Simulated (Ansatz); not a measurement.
input.yaml (Ansatz)

```yaml
crystal:
  lattice:
    - [-2.5124914082, 2.5124914082, 2.5124914082]
    - [2.5124914082, -2.5124914082, 2.5124914082]
    - [2.5124914082, 2.5124914082, -2.5124914082]
  atoms:
    - { symbol: Ba, position: [0.0, 0.0, 0.0] }
hamiltonian:
  xc: pbe
  pseudopotentials:
    kind: paw
    azcp:
      Ba: "pseudopotentials/Ba.paw.azcp"
basis:
  ecutwfc: 420
  fft_grid_basis: typed
kpoints:
  mp_grid: { grid: [9, 9, 9], shift: [0, 0, 0] }
magnetization:
  spin_polarized: false
scf:
  occupations: { method: methfessel_paxton, width: 0.1 }
  lower_state_search: "off"
output:
  stress: true
```

and its output:

```
Engine: ansatz 0.2.0, x86_64-unknown-linux-gnu
Pseudopotentials: kind: paw
Pseudopotential: Ba, paw, valence charge 10, recommended cutoff 420 eV (normal) 
Functional definition: PBE
  parameter kappa = 0.804
  parameter beta = 0.06672455060314922
  exchange = pbe_x(kappa = kappa, mu = beta*pi^2/3)
  correlation = pbe_c(beta = beta)
Crystal: 1 atoms, lattice volume = 63.442 Å³
Basis set: ecut = 420 eV, 1253 PW (Γ)
Bands: 9, of which v1, the nominal top of the filled ones, is band 5 counted from 1 (4 counted from 0)
Symmetry: 48 space group operations
Space group: Im-3m (ITA 229), of the structure as read, at distance tolerance 4.0e-5 Å
k-points: 35 of 729
Non-local potential: Ba, projectors of the file, l = 0: 3, l = 1: 2, l = 2: 2, l = 3: 2
PAW form: soft (Blöchl's): semilocal exchange-correlation on the pseudo side does not see the compensation charge
PAW one-centre angular grid: Ba, 194 points (default); XC on 64 Gauss nodes
Initial density: superposition of atomic densities (neutral atoms: chi_scale 0, normalization atom), corrected by the library's trained network
Initial wavefunctions: pseudopotential atomic-orbital guess
Functional: x = pbe(κ = 0.804, μ = 0.2195149727645171), c = pbe(β = 0.06672455060314922)
SCF iter   1: F=—  HF=-5949.538873 eV  |F-HF|=—  |Δ(HF+E_count)|=         —  Δρ=1.02e-3  dr2=1.03e-3  ethr=1.77e-3  ⟨swp⟩=7.6  Hψ=3103  notcnv=0
SCF iter   2: F=—  HF=-5949.538831 eV  |F-HF|=—  |Δ(HF+E_count)|=   4.24e-5  S|Δr|=    0.00e0  Δρ=5.64e-4  dr2=1.95e-4  ethr=1.03e-5  ⟨swp⟩=2.3  Hψ=740  notcnv=0
SCF iter   3: F=—  HF=-5949.538877 eV  |F-HF|=—  |Δ(HF+E_count)|=   4.64e-5  S|Δr|=    0.00e0  Δρ=7.85e-5  dr2=3.28e-6  ethr=1.95e-6  ⟨swp⟩=2.7  Hψ=490  notcnv=0
SCF iter   4: F=—  HF=-5949.538881 eV  |F-HF|=—  |Δ(HF+E_count)|=   3.64e-6  S|Δr|=    0.00e0  Δρ=1.03e-5  dr2=4.53e-8  ethr=1.00e-9  ⟨swp⟩=3.1  Hψ=1306  notcnv=0
SCF iter   5: F=-5949.538881 eV  HF=-5949.538881 eV  |F-HF|=9.09e-13  |Δ(HF+E_count)|=   8.25e-8  S|Δr|=    0.00e0  Δρ=3.28e-7  dr2=4.59e-11  ethr=4.53e-10  ⟨swp⟩=3.0  Hψ=1223  notcnv=0
SCF 1 converged in 5 iterations: F = -5949.538881 eV  dr2 = 4.59e-11
SCF converged after 5 iterations
Stability not checked: this state was not tested for a lower state beside it, because cold or Methfessel-Paxton smearing, or corrected tetrahedra, fill the levels in a way that the test cannot read (fill_not_monotonic; see scf.lower_state_search)
Free energy (F): -5949.538881 eV
Harris-Foulkes:  -5949.538881 eV  (|F-HF|=9.09e-13)
Internal energy: -5949.537106 eV  (E = F + TS)
E sigma→0 (E₀):  -5949.538437 eV
Entropy (-TS):   -0.001774 eV (-1.774 meV/atom)
Fermi energy:    5.810222 eV
--- Per-component energies (eV) ---
  E_band       = -85.534170
  E_kinetic    = 166.330210
  E_local      = -378.789597  (includes V_loc(G=0)·N_el)
  E_nonlocal   = 57.084056
  E_hartree    = 119.565991
  E_xc         = -166.474716
  E_vxc        = -133.526560  (∫ρ·V_xc dr)
  E_paw        = -5225.821700  (= ΣΔE_a)
  E_vpaw       = -35.764158  (= ΣTr[D̂ρ^β])
  E_aug_tail   = -0.000002  (compensation charges beyond the density's cutoff)
  E_ewald      = -521.431350
  E_smearing   = -0.001774  (= −TS)
  E_closure    = 0.000000  (closes the sum)
  Σ components = -5949.538881   (vs F -5949.538881, Δ=0.00e0)
--- Stress (GPa, compression-positive) ---
       -0.001787      -0.000000      -0.000000
       -0.000000      -0.001787      -0.000000
        0.000000       0.000000      -0.001787
  P = ⅓ Tr σ = -0.0018 GPa (-0.018 kbar)
```

Launched by

```sh
ansatz run input.yaml --threads 1 --pin off --max-ram 3584MiB --backend cpu --events-out ev --progress --plain --runs-dir out
```

On 1 thread of Intel(R) Xeon(R) Platinum 8259CL CPU @ 2.50GHz (Skylake/Cascade Lake) (shared host) this took about 1.4 s of wall time and 1.4 s of CPU time.
